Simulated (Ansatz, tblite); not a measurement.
# The cluster RuF3: a ladder of methods and basis sets

How do method and basis change the picture of the cluster RuF3 (doublet)?

Method: as each input shows; program: Ansatz 0.2.0, Gaussian basis.

Levels to be run: GFN1-xTB, GFN2-xTB, PBE-D4/def2-TZVP, r2SCAN-D4/def2-TZVP, CAM-B3LYP-D4/def2-TZVP, r2SCAN0-D4/def2-TZVP, PBE-QIDH/def2-TZVP, BHLYP-D4/def2-TZVP, revPBE-D4/def2-TZVP, PBE+5HF/def2-TZVP, PBE+10HF/def2-TZVP, PBE+15HF/def2-TZVP, PBE+35HF/def2-TZVP, PBE+50HF/def2-TZVP, PBE-D4/def2-SVP, PBE0-D4/def2-SVP, PBE0-D4/def2-TZVPD, PBE-D4/def2-TZVPD, r2SCAN-D4/def2-TZVPD, CCSD(T)/def2-TZVPP, MP2/def2-TZVP, RPA/def2-TZVP.

4 further runs of the same task are left out: 1 that didn't finish, 3 set aside as unsound or not needed. Runs told in other sessions of the task aren't counted.

## Step 1: The geometry

The doublet was relaxed beforehand with PBE0-D4/def2-TZVP. At that level it is the lowest of the isomers that a small search found.

4 atoms, charge 0, spin multiplicity 2.

Bond lengths: Ru1–F2 1.816 Å, Ru1–F3 1.816 Å, Ru1–F4 1.816 Å. Angles: F2–Ru1–F3 120.1°, F2–Ru1–F4 119.8°, F3–Ru1–F4 120.1°.

Ru takes a core potential in the def2 sets. No spin-orbit coupling is included.

PBE0-D4/def2-TZVP was run before; its log isn't repeated, and its numbers join the tables.

## Step 2: GFN1-xTB

Tight binding, by tblite at 300 K electronic temperature and without a spin-polarisation term:

```python
tblite.interface.Calculator('GFN1-xTB', numbers, positions, charge=0, uhf=1).singlepoint()
```

Energy -509.5874 eV; 0.002 s.

## Step 3: GFN2-xTB

Tight binding, by tblite at 300 K electronic temperature and without a spin-polarisation term:

```python
tblite.interface.Calculator('GFN2-xTB', numbers, positions, charge=0, uhf=1).singlepoint()
```

Energy -472.9636 eV; 0.003 s.

## Step 4: PBE-D4/def2-TZVP

start.molden holds the orbitals of an earlier run on this state, given as this run's starting guess.

in.yaml reads:

```yaml
crystal:
  periodic: [false, false, false]
  atoms:
    - {symbol: Ru, position_ang: [0.000659, 0.001007, 0.000646]}
    - {symbol: F, position_ang: [1.035051, -1.471909, -0.238648]}
    - {symbol: F, position_ang: [0.017705, 0.876503, 1.591431]}
    - {symbol: F, position_ang: [-1.053414, 0.594399, -1.353429]}
basis:
  gaussian: {orbitals: def2-TZVP, initial_orbitals: start.molden}
magnetization: {spin_polarized: true, initial_magnetization: 1}
hamiltonian: {xc: pbe, dispersion: d4}
scf: {omitted_lower_state_checks: [starts]}
output: {orbitals: {seedname: orbitals}}
```

Command:

```
$ ansatz run in.yaml --threads 4 --pin off --events-out ev --progress --plain --max-ram 3916MiB
```

The log of the run:

```text
Functional definition: PBE
  name "PBE"
  cite "Perdew, Burke & Ernzerhof, Phys. Rev. Lett. 77, 3865 (1996) doi:10.1103/PhysRevLett.77.3865"
  parent pbe
  parameter kappa = 0.804
  parameter beta = 0.06672455060314922
  exchange = pbe_x(kappa = kappa, mu = beta*pi^2/3)
  correlation = pbe_c(beta = beta)
these checks for a lower state are left out or cut short: starts
822 factors; their error is unknown
mean field evaluation 1: about -10729.9073 eV, gradient 7.4e0 eV
mean field evaluation 2: about -10730.1106 eV, gradient 2.4e-1 eV
mean field evaluation 4: about -10730.1129 eV, gradient 1.3e-1 eV
mean field evaluation 8: about -10730.1038 eV, gradient 1.4e0 eV
mean field evaluation 16: about -10730.1141 eV, gradient 1.5e-3 eV
mean field -10730.11411054 eV, -394.3244204298 hartree, gradient 8.7e-6 eV, S^2 0.751721; 0 other end points of the search recorded, 0 dependent functions left out
reference -10730.11416807 eV, -394.3244225440 hartree; 22, 21 occupied and 111, 112 virtual orbitals, 822 factors
Total energy: -10730.17627601 eV, -394.3267049687 hartree
Checks for a lower state left out: starts
```

It took 7.5 s on 4 threads of Arm Neoverse V2, shared host.

Report: HOMO -5.77 eV, LUMO -5.29 eV (over both spins); ⟨S²⟩ 0.752 (pure: 0.75).

## Step 5: r2SCAN-D4/def2-TZVP

Edit in.yaml of step 4 so:

```diff
@@ -10,3 +10,3 @@
 magnetization: {spin_polarized: true, initial_magnetization: 1}
-hamiltonian: {xc: pbe, dispersion: d4}
+hamiltonian: {xc: r2scan, dispersion: d4}
 scf: {omitted_lower_state_checks: [starts]}
```

Same command.

The log of the run, shortened:

```text
Functional definition: r2SCAN
  name "r2SCAN"
  cite "Furness, Kaplan, Ning, Perdew & Sun, J. Phys. Chem. Lett. 11, 8208 (2020) doi:10.1021/acs.jpclett.0c02405"
  cite "Furness, Kaplan, Ning, Perdew & Sun, J. Phys. Chem. Lett. 11, 9248 (2020) doi:10.1021/acs.jpclett.0c03077"
  parent r2scan
[...]
822 factors; their error is unknown
[...]
mean field -10734.59741795 eV, -394.4891789384 hartree, gradient 9.9e-6 eV, S^2 0.854805; 0 other end points of the search recorded, 0 dependent functions left out
reference -10734.59743789 eV, -394.4891796711 hartree; 22, 21 occupied and 111, 112 virtual orbitals, 822 factors
Total energy: -10734.61140694 eV, -394.4896930242 hartree
Checks for a lower state left out: starts
```

Wall time 8.5 s (4 threads of Arm Neoverse V2, shared host).

From the report: HOMO -6.21 eV, LUMO -4.92 eV (over both spins); ⟨S²⟩ 0.855 (pure: 0.75).

## Step 6: CAM-B3LYP-D4/def2-TZVP

Edit in.yaml of step 5 so:

```diff
@@ -10,3 +10,3 @@
 magnetization: {spin_polarized: true, initial_magnetization: 1}
-hamiltonian: {xc: r2scan, dispersion: d4}
+hamiltonian: {xc: {name: CAM-B3LYP}, dispersion: d4}
 scf: {omitted_lower_state_checks: [starts]}
```

The command is unchanged.

The log of the run, shortened:

```text
Functional definition: CAM-B3LYP
  name "CAM-B3LYP"
  cite "Yanai, Tew & Handy, Chem. Phys. Lett. 393, 51 (2004) doi:10.1016/j.cplett.2004.06.011"
  cite "Iikura, Tsuneda, Yanai & Hirao, J. Chem. Phys. 115, 3540 (2001) doi:10.1063/1.1383587"
  cite "Becke, Phys. Rev. A 38, 3098 (1988) doi:10.1103/PhysRevA.38.3098"
  cite "Lee, Yang & Parr, Phys. Rev. B 37, 785 (1988) doi:10.1103/PhysRevB.37.785"
  cite "Vosko, Wilk & Nusair, Can. J. Phys. 58, 1200 (1980) doi:10.1139/p80-159"
[...]
  # Exact exchange under (alpha + beta erf(omega r))/r, Becke's under what is left of 1/r.
[...]
846 factors; their error is unknown
162 factors; integrals over basis functions are off by at most 1.8e-5 eV
[...]
mean field -10733.58787668 eV, -394.4520789809 hartree, gradient 7.3e-6 eV, S^2 0.763765; 0 other end points of the search recorded, 0 dependent functions left out
reference -10733.58799241 eV, -394.4520832338 hartree; 22, 21 occupied and 111, 112 virtual orbitals, 846 factors
Total energy: -10733.64093634 eV, -394.4540288872 hartree
Checks for a lower state left out: starts
```

It took 6.5 s on 4 threads of Arm Neoverse V2, shared host.

HOMO -9.54 eV, LUMO -3.05 eV (over both spins); ⟨S²⟩ 0.764 (pure: 0.75).

## Step 7: r2SCAN0-D4/def2-TZVP

Edit in.yaml of step 6 so:

```diff
@@ -10,3 +10,3 @@
 magnetization: {spin_polarized: true, initial_magnetization: 1}
-hamiltonian: {xc: {name: CAM-B3LYP}, dispersion: d4}
+hamiltonian: {xc: {name: r2SCAN0}, dispersion: d4}
 scf: {omitted_lower_state_checks: [starts]}
```

The command is unchanged.

The log of the run, shortened:

```text
Functional definition: r2SCAN0
  name "r2SCAN0"
  cite "Bursch, Neugebauer, Ehlert & Grimme, J. Chem. Phys. 156, 134105 (2022) doi:10.1063/5.0086040"
  cite "Furness, Kaplan, Ning, Perdew & Sun, J. Phys. Chem. Lett. 11, 8208 (2020) doi:10.1021/acs.jpclett.0c02405"
  cite "Furness, Kaplan, Ning, Perdew & Sun, J. Phys. Chem. Lett. 11, 9248 (2020) doi:10.1021/acs.jpclett.0c03077"
  parent r2scan
[...]
846 factors; their error is unknown
[...]
mean field -10731.53335779 eV, -394.3765768044 hartree, gradient 5.7e-6 eV, S^2 1.140968; 0 other end points of the search recorded, 0 dependent functions left out
reference -10731.53337204 eV, -394.3765773278 hartree; 22, 21 occupied and 111, 112 virtual orbitals, 846 factors
Total energy: -10731.55011123 eV, -394.3771924816 hartree
Checks for a lower state left out: starts
```

Wall time 10 s (4 threads of Arm Neoverse V2, shared host).

Report: HOMO -8.33 eV, LUMO -3.95 eV (over both spins); ⟨S²⟩ 1.141 (pure: 0.75). Doubts: spin contamination.

## Step 8: PBE-QIDH/def2-TZVP

Edit in.yaml of step 7 so:

```diff
@@ -10,4 +10,3 @@
 magnetization: {spin_polarized: true, initial_magnetization: 1}
-hamiltonian: {xc: {name: r2SCAN0}, dispersion: d4}
+hamiltonian: {xc: {name: PBE-QIDH}}
 scf: {omitted_lower_state_checks: [starts]}
-output: {orbitals: {seedname: orbitals}}
```

The command is unchanged.

The log of the run, shortened:

```text
Functional definition: PBE-QIDH
  name "PBE-QIDH"
  cite "Brémond, Sancho-García, Pérez-Jiménez & Adamo, J. Chem. Phys. 141, 031101 (2014) doi:10.1063/1.4890314"
  cite "Perdew, Burke & Ernzerhof, Phys. Rev. Lett. 77, 3865 (1996) doi:10.1103/PhysRevLett.77.3865"
[...]
988 factors; integrals over basis functions are off by at most 8.3e-4 eV
[...]
mean field -10711.75762820 eV, -393.6498321463 hartree, gradient 2.2e-6 eV, S^2 1.413547; 0 other end points of the search recorded, 0 dependent functions left out
3 core orbitals not correlated: weight in the atoms' cores, before any rotation towards them, 1.000 or more for the frozen orbitals, at most 0.000 for the correlated occupied ones
reference -10711.75764189 eV, -393.6498326493 hartree; 19, 18 occupied and 111, 112 virtual orbitals, 988 factors
second order -36.52929685 eV of doubles, -0.00000000 eV of singles
Total energy: -10723.93407417 eV, -394.0973082821 hartree
Checks for a lower state left out: starts
```

It took 3.4 s on 4 threads of Arm Neoverse V2, shared host.

Report: ⟨S²⟩ 1.414 (pure: 0.75). Doubts: spin contamination.

## Step 9: BHLYP-D4/def2-TZVP

Edit in.yaml of step 8 so:

```diff
@@ -10,3 +10,4 @@
 magnetization: {spin_polarized: true, initial_magnetization: 1}
-hamiltonian: {xc: {name: PBE-QIDH}}
+hamiltonian: {xc: {name: BHLYP}, dispersion: d4}
 scf: {omitted_lower_state_checks: [starts]}
+output: {orbitals: {seedname: orbitals}}
```

Launched as before.

The log of the run:

```text
Functional definition: BHLYP
  name "BHLYP"
  cite "Becke, J. Chem. Phys. 98, 1372 (1993) doi:10.1063/1.464304"
  cite "Becke, Phys. Rev. A 38, 3098 (1988) doi:10.1103/PhysRevA.38.3098"
  cite "Lee, Yang & Parr, Phys. Rev. B 37, 785 (1988) doi:10.1103/PhysRevB.37.785"
  parameter a = 0.5
  exchange = (1 - a)*b88_x + a*exact_x
  correlation = lyp_c
these checks for a lower state are left out or cut short: starts
970 factors; their error is unknown
mean field evaluation 1: about -10729.6329 eV, gradient 6.0e0 eV
mean field evaluation 2: about -10729.8015 eV, gradient 2.9e-1 eV
mean field evaluation 4: about -10729.8108 eV, gradient 1.3e-1 eV
mean field evaluation 8: about -10729.9231 eV, gradient 2.1e-5 eV
mean field -10729.92309341 eV, -394.3174006798 hartree, gradient 3.3e-6 eV, S^2 1.109819; 0 other end points of the search recorded, 0 dependent functions left out
reference -10729.92324564 eV, -394.3174062739 hartree; 22, 21 occupied and 111, 112 virtual orbitals, 970 factors
Total energy: -10730.00455823 eV, -394.3203944565 hartree
Checks for a lower state left out: starts
```

It took 5.5 s on 4 threads of Arm Neoverse V2, shared host.

From the report: HOMO -10.14 eV, LUMO -3.12 eV (over both spins); ⟨S²⟩ 1.110 (pure: 0.75). Doubts: spin contamination.

## Step 10: revPBE-D4/def2-TZVP

Edit in.yaml of step 9 so:

```diff
@@ -10,3 +10,3 @@
 magnetization: {spin_polarized: true, initial_magnetization: 1}
-hamiltonian: {xc: {name: BHLYP}, dispersion: d4}
+hamiltonian: {xc: {name: revPBE}, dispersion: d4}
 scf: {omitted_lower_state_checks: [starts]}
```

Launched as before.

The log of the run:

```text
Functional definition: revPBE
  name "revPBE"
  cite "Zhang & Yang, Phys. Rev. Lett. 80, 890 (1998) doi:10.1103/PhysRevLett.80.890"
  cite "Perdew, Burke & Ernzerhof, Phys. Rev. Lett. 77, 3865 (1996) doi:10.1103/PhysRevLett.77.3865"
  parameter kappa = 1.245
  parameter beta = 0.06672455060314922
  exchange = pbe_x(kappa = kappa, mu = beta*pi^2/3)
  correlation = pbe_c(beta = beta)
these checks for a lower state are left out or cut short: starts
822 factors; their error is unknown
mean field evaluation 1: about -10735.6815 eV, gradient 8.0e0 eV
mean field evaluation 2: about -10735.8525 eV, gradient 2.3e-1 eV
mean field evaluation 4: about -10735.8545 eV, gradient 1.3e-1 eV
mean field evaluation 8: about -10735.8554 eV, gradient 2.3e-3 eV
mean field -10735.85537740 eV, -394.5354080953 hartree, gradient 3.9e-6 eV, S^2 0.751682; 0 other end points of the search recorded, 0 dependent functions left out
reference -10735.85545024 eV, -394.5354107720 hartree; 22, 21 occupied and 111, 112 virtual orbitals, 822 factors
Total energy: -10736.03161665 eV, -394.5418847682 hartree
Checks for a lower state left out: starts
```

Wall time 3.4 s (4 threads of Arm Neoverse V2, shared host).

Report: HOMO -5.68 eV, LUMO -5.10 eV (over both spins); ⟨S²⟩ 0.752 (pure: 0.75).

## Step 11: PBE+5HF/def2-TZVP

Edit in.yaml of step 10 so:

```diff
@@ -10,3 +10,3 @@
 magnetization: {spin_polarized: true, initial_magnetization: 1}
-hamiltonian: {xc: {name: revPBE}, dispersion: d4}
+hamiltonian: {xc: {text: "exchange = 0.95*pbe_x + 0.05*exact_x\ncorrelation = pbe_c"}}
 scf: {omitted_lower_state_checks: [starts]}
```

Launched as before.

The log of the run:

```text
Functional definition: unnamed
  exchange = 0.95*pbe_x + 0.05*exact_x
  correlation = pbe_c
these checks for a lower state are left out or cut short: starts
822 factors; their error is unknown
mean field evaluation 1: about -10729.5831 eV, gradient 5.9e0 eV
mean field evaluation 2: about -10729.7130 eV, gradient 1.9e-1 eV
mean field evaluation 4: about -10729.7249 eV, gradient 9.1e-2 eV
mean field evaluation 8: about -10729.7258 eV, gradient 3.0e-3 eV
mean field -10729.72575927 eV, -394.3101487839 hartree, gradient 5.0e-6 eV, S^2 0.751730; 0 other end points of the search recorded, 0 dependent functions left out
reference -10729.72581284 eV, -394.3101507524 hartree; 22, 21 occupied and 111, 112 virtual orbitals, 822 factors
Total energy: -10729.72581284 eV, -394.3101507524 hartree
Checks for a lower state left out: starts
```

It took 4.3 s on 4 threads of Arm Neoverse V2, shared host.

HOMO -6.18 eV, LUMO -5.04 eV (over both spins); ⟨S²⟩ 0.752 (pure: 0.75).

## Step 12: PBE+10HF/def2-TZVP

Edit in.yaml of step 11 so:

```diff
@@ -10,3 +10,3 @@
 magnetization: {spin_polarized: true, initial_magnetization: 1}
-hamiltonian: {xc: {text: "exchange = 0.95*pbe_x + 0.05*exact_x\ncorrelation = pbe_c"}}
+hamiltonian: {xc: {text: "exchange = 0.90*pbe_x + 0.10*exact_x\ncorrelation = pbe_c"}}
 scf: {omitted_lower_state_checks: [starts]}
```

The command is unchanged.

The log of the run:

```text
Functional definition: unnamed
  exchange = 0.90*pbe_x + 0.10*exact_x
  correlation = pbe_c
these checks for a lower state are left out or cut short: starts
822 factors; their error is unknown
mean field evaluation 1: about -10729.2589 eV, gradient 4.4e0 eV
mean field evaluation 2: about -10729.3323 eV, gradient 1.0e-1 eV
mean field evaluation 4: about -10729.3536 eV, gradient 5.4e-2 eV
mean field evaluation 8: about -10729.3543 eV, gradient 7.4e-3 eV
mean field evaluation 16: about -10729.3543 eV, gradient 6.6e-6 eV
mean field -10729.35427282 eV, -394.2964969085 hartree, gradient 1.3e-6 eV, S^2 0.751848; 0 other end points of the search recorded, 0 dependent functions left out
reference -10729.35432248 eV, -394.2964987334 hartree; 22, 21 occupied and 111, 112 virtual orbitals, 822 factors
Total energy: -10729.35432248 eV, -394.2964987334 hartree
Checks for a lower state left out: starts
```

It took 4.5 s on 4 threads of Arm Neoverse V2, shared host.

HOMO -6.60 eV, LUMO -4.78 eV (over both spins); ⟨S²⟩ 0.752 (pure: 0.75).

## Step 13: PBE+15HF/def2-TZVP

Edit in.yaml of step 12 so:

```diff
@@ -10,3 +10,3 @@
 magnetization: {spin_polarized: true, initial_magnetization: 1}
-hamiltonian: {xc: {text: "exchange = 0.90*pbe_x + 0.10*exact_x\ncorrelation = pbe_c"}}
+hamiltonian: {xc: {text: "exchange = 0.85*pbe_x + 0.15*exact_x\ncorrelation = pbe_c"}}
 scf: {omitted_lower_state_checks: [starts]}
```

Launched as before.

The log of the run:

```text
Functional definition: unnamed
  exchange = 0.85*pbe_x + 0.15*exact_x
  correlation = pbe_c
these checks for a lower state are left out or cut short: starts
833 factors; their error is unknown
mean field evaluation 1: about -10728.9346 eV, gradient 3.0e0 eV
mean field evaluation 2: about -10728.9675 eV, gradient 5.2e-2 eV
mean field evaluation 4: about -10728.9987 eV, gradient 3.5e-2 eV
mean field evaluation 8: about -10728.9992 eV, gradient 9.2e-3 eV
mean field evaluation 16: about -10728.9992 eV, gradient 4.2e-5 eV
mean field -10728.99916102 eV, -394.2834467906 hartree, gradient 8.0e-6 eV, S^2 0.751968; 0 other end points of the search recorded, 0 dependent functions left out
reference -10728.99920684 eV, -394.2834484744 hartree; 22, 21 occupied and 111, 112 virtual orbitals, 833 factors
Total energy: -10728.99920684 eV, -394.2834484744 hartree
Checks for a lower state left out: starts
```

Wall time 4.9 s (4 threads of Arm Neoverse V2, shared host).

Report: HOMO -7.02 eV, LUMO -4.53 eV (over both spins); ⟨S²⟩ 0.752 (pure: 0.75).

## Step 14: PBE+35HF/def2-TZVP

Edit in.yaml of step 13 so:

```diff
@@ -10,3 +10,3 @@
 magnetization: {spin_polarized: true, initial_magnetization: 1}
-hamiltonian: {xc: {text: "exchange = 0.85*pbe_x + 0.15*exact_x\ncorrelation = pbe_c"}}
+hamiltonian: {xc: {text: "exchange = 0.65*pbe_x + 0.35*exact_x\ncorrelation = pbe_c"}}
 scf: {omitted_lower_state_checks: [starts]}
```

Launched as before.

The log of the run:

```text
Functional definition: unnamed
  exchange = 0.65*pbe_x + 0.35*exact_x
  correlation = pbe_c
these checks for a lower state are left out or cut short: starts
943 factors; their error is unknown
mean field evaluation 1: about -10727.6378 eV, gradient 2.9e0 eV
mean field evaluation 2: about -10727.6706 eV, gradient 6.6e-2 eV
mean field evaluation 4: about -10727.7482 eV, gradient 8.1e-2 eV
mean field evaluation 8: about -10727.7486 eV, gradient 2.7e-4 eV
mean field -10727.74864468 eV, -394.2374911629 hartree, gradient 5.7e-6 eV, S^2 0.990016; 0 other end points of the search recorded, 0 dependent functions left out
reference -10727.74867665 eV, -394.2374923375 hartree; 22, 21 occupied and 111, 112 virtual orbitals, 943 factors
Total energy: -10727.74867665 eV, -394.2374923375 hartree
Checks for a lower state left out: starts
```

Wall time 5.5 s (4 threads of Arm Neoverse V2, shared host).

From the report: HOMO -8.81 eV, LUMO -3.64 eV (over both spins); ⟨S²⟩ 0.990 (pure: 0.75). Doubts: spin contamination.

## Step 15: PBE+50HF/def2-TZVP

Edit in.yaml of step 14 so:

```diff
@@ -10,3 +10,3 @@
 magnetization: {spin_polarized: true, initial_magnetization: 1}
-hamiltonian: {xc: {text: "exchange = 0.65*pbe_x + 0.35*exact_x\ncorrelation = pbe_c"}}
+hamiltonian: {xc: {text: "exchange = 0.50*pbe_x + 0.50*exact_x\ncorrelation = pbe_c"}}
 scf: {omitted_lower_state_checks: [starts]}
```

Launched as before.

The log of the run:

```text
Functional definition: unnamed
  exchange = 0.50*pbe_x + 0.50*exact_x
  correlation = pbe_c
these checks for a lower state are left out or cut short: starts
970 factors; their error is unknown
mean field evaluation 1: about -10726.6651 eV, gradient 7.3e0 eV
mean field evaluation 2: about -10726.8621 eV, gradient 2.9e-1 eV
mean field evaluation 4: about -10726.8776 eV, gradient 2.4e-1 eV
mean field evaluation 8: about -10726.9897 eV, gradient 1.1e-3 eV
mean field -10726.98971013 eV, -394.2096008326 hartree, gradient 4.1e-6 eV, S^2 1.176852; 0 other end points of the search recorded, 0 dependent functions left out
reference -10726.98973304 eV, -394.2096016744 hartree; 22, 21 occupied and 111, 112 virtual orbitals, 970 factors
Total energy: -10726.98973304 eV, -394.2096016744 hartree
Checks for a lower state left out: starts
```

Run time: 5 s. Hardware: 4 threads of Arm Neoverse V2, shared host.

HOMO -10.19 eV, LUMO -2.99 eV (over both spins); ⟨S²⟩ 1.177 (pure: 0.75). Doubts: spin contamination.

## Step 16: PBE-D4/def2-SVP

Edit in.yaml of step 15 so:

```diff
@@ -8,5 +8,5 @@
 basis:
-  gaussian: {orbitals: def2-TZVP, initial_orbitals: start.molden}
+  gaussian: {orbitals: def2-SVP, initial_orbitals: start.molden}
 magnetization: {spin_polarized: true, initial_magnetization: 1}
-hamiltonian: {xc: {text: "exchange = 0.50*pbe_x + 0.50*exact_x\ncorrelation = pbe_c"}}
+hamiltonian: {xc: pbe, dispersion: d4}
 scf: {omitted_lower_state_checks: [starts]}
```

Launched as before.

The log of the run:

```text
Functional definition: PBE
  name "PBE"
  cite "Perdew, Burke & Ernzerhof, Phys. Rev. Lett. 77, 3865 (1996) doi:10.1103/PhysRevLett.77.3865"
  parent pbe
  parameter kappa = 0.804
  parameter beta = 0.06672455060314922
  exchange = pbe_x(kappa = kappa, mu = beta*pi^2/3)
  correlation = pbe_c(beta = beta)
these checks for a lower state are left out or cut short: starts
743 factors; their error is unknown
mean field evaluation 1: about -10718.8761 eV, gradient 9.2e0 eV
mean field evaluation 2: about -10719.2703 eV, gradient 3.3e-1 eV
mean field evaluation 4: about -10719.2413 eV, gradient 8.1e-2 eV
mean field evaluation 8: about -10719.2448 eV, gradient 1.4e0 eV
mean field evaluation 16: about -10719.2505 eV, gradient 2.7e-3 eV
mean field -10719.25047223 eV, -393.9251890856 hartree, gradient 8.4e-6 eV, S^2 0.758909; 0 other end points of the search recorded, 0 dependent functions left out
reference -10719.25053071 eV, -393.9251912345 hartree; 22, 21 occupied and 51, 52 virtual orbitals, 743 factors
Total energy: -10719.31263865 eV, -393.9274736592 hartree
Checks for a lower state left out: starts
```

Wall time 5.5 s (4 threads of Arm Neoverse V2, shared host).

Report: HOMO -5.56 eV, LUMO -5.13 eV (over both spins); ⟨S²⟩ 0.759 (pure: 0.75).

## Step 17: PBE0-D4/def2-SVP

Edit in.yaml of step 16 so:

```diff
@@ -10,3 +10,3 @@
 magnetization: {spin_polarized: true, initial_magnetization: 1}
-hamiltonian: {xc: pbe, dispersion: d4}
+hamiltonian: {xc: pbe0, dispersion: d4}
 scf: {omitted_lower_state_checks: [starts]}
```

Launched as before.

The log of the run, shortened:

```text
Functional definition: PBE0
  name "PBE0"
  cite "Adamo & Barone, J. Chem. Phys. 110, 6158 (1999) doi:10.1063/1.478522"
  cite "Perdew, Burke & Ernzerhof, Phys. Rev. Lett. 77, 3865 (1996) doi:10.1103/PhysRevLett.77.3865"
  parent pbe
[...]
710 factors; integrals over basis functions are off by at most 6.8e-4 eV
[...]
mean field -10717.48112334 eV, -393.8601667130 hartree, gradient 3.4e-6 eV, S^2 0.912061; 0 other end points of the search recorded, 0 dependent functions left out
reference -10717.48116855 eV, -393.8601683745 hartree; 22, 21 occupied and 51, 52 virtual orbitals, 710 factors
Total energy: -10717.53317102 eV, -393.8620794299 hartree
Checks for a lower state left out: starts
```

Run time: 2.2 s. Hardware: 4 threads of Arm Neoverse V2, shared host.

Report: HOMO -7.77 eV, LUMO -3.99 eV (over both spins); ⟨S²⟩ 0.912 (pure: 0.75). Doubts: spin contamination.

[end of part 1 of 2]
